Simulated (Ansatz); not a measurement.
Question: Name a neutral molecule of Al, O and H with HOMO–LUMO gap (B3LYP/def2-TZVPP) between 6.75 and 7.05 eV and HOMO–LUMO gap (PBE0/def2-TZVPP) between 7.30 and 7.60 eV (Ansatz, PBE0-D4/def2-TZVP geometry).

Answer: `[OH][AlH2]` (7.00 eV, 7.41 eV). Other molecules can fit too; these were computed, each in one conformer that needn't be the lowest.

B3LYP here is the variant with VWN-RPA as its local correlation; programs differ in this.
